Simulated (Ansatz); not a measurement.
bcc Li, treated with LDA in Ansatz (PAW).

Run with plane-wave cutoff 520 eV, 16×16×16 k mesh, Fermi–Dirac smearing 0.1 eV, perturbation theory, scalar-relativistic PAW data made under PBE.

The cell has the measured lattice parameters. Conventional cell: a = 3.5093 Å, b = 3.5093 Å, c = 3.5093 Å, α = 90.00°, β = 90.00°, γ = 90.00°.

```cif
data_Li
_chemical_formula_sum 'Li1'
_space_group_name_H-M_alt 'P 1'
_space_group_IT_number 1
_cell_length_a 3.03914
_cell_length_b 3.03914
_cell_length_c 3.03914
_cell_angle_alpha 109.471
_cell_angle_beta 109.471
_cell_angle_gamma 109.471
loop_
_space_group_symop_operation_xyz
  'x, y, z'
loop_
_atom_site_label
_atom_site_type_symbol
_atom_site_fract_x
_atom_site_fract_y
_atom_site_fract_z
_atom_site_occupancy
Li1 Li 0.00000 0.00000 0.00000 1
```

Harmonic phonon frequencies (cm⁻¹; i marks an imaginary mode):

```json
[
 {"q point": "H", "frequencies": "307 307 307"},
 {"q point": "N", "frequencies": "(withheld)"},
 {"q point": "P", "frequencies": "234 234 234"}
]
```

Problem. Complete the blanks.

Solution. 
- N, frequencies: 55 185 281

No imaginary mode appears at these points.

Note: the cell isn't this level's own, so it is under some stress, which shifts stiffness and frequencies.

Ansatz is a quantum-chemistry and plane-wave program.
